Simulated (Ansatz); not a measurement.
For hcp Be, PBE-D3(BJ) in Ansatz (PAW) gives:

- lattice constant a = 2.216 Å
- c axis length = 3.495 Å
- cohesive energy = 4.10 eV/atom

### Question
What does r²SCAN0 (Ansatz, a quantum-chemistry and plane-wave program, PAW) give for the same quantities?

### Answer

- lattice constant a: 2.255 Å (rises by 1.8 %)
- lattice parameter c: 3.574 Å (rises by 2.3 %)
- cohesive energy: 3.75 eV/atom (drops by 0.35 eV/atom)

For comparison: lattice constant a 2.286 Å (measured, 293 K, not corrected to a static lattice, our sources range from 2.286 to 2.290; as tabulated in Wikipedia's data pages); lattice parameter c 3.584 Å (measured, 293 K, no zero-point or thermal correction; as tabulated in Wikipedia's data pages); cohesive energy 3.32 eV/atom (measured, 0 K, copied from a table, unchecked, 0 K, 1 atm; zero-point vibration energy not added; as tabulated in Kittel's textbook).

Changes are worked out from the printed values.

Unless a cell is named, each level is at its own relaxed cell (PBE-D3(BJ) 7.43, r²SCAN0 7.87 Å³/atom).

Ansatz's density-functional and Hartree–Fock values are scalar-relativistic unless marked +SOC, with PAW data made under PBE.
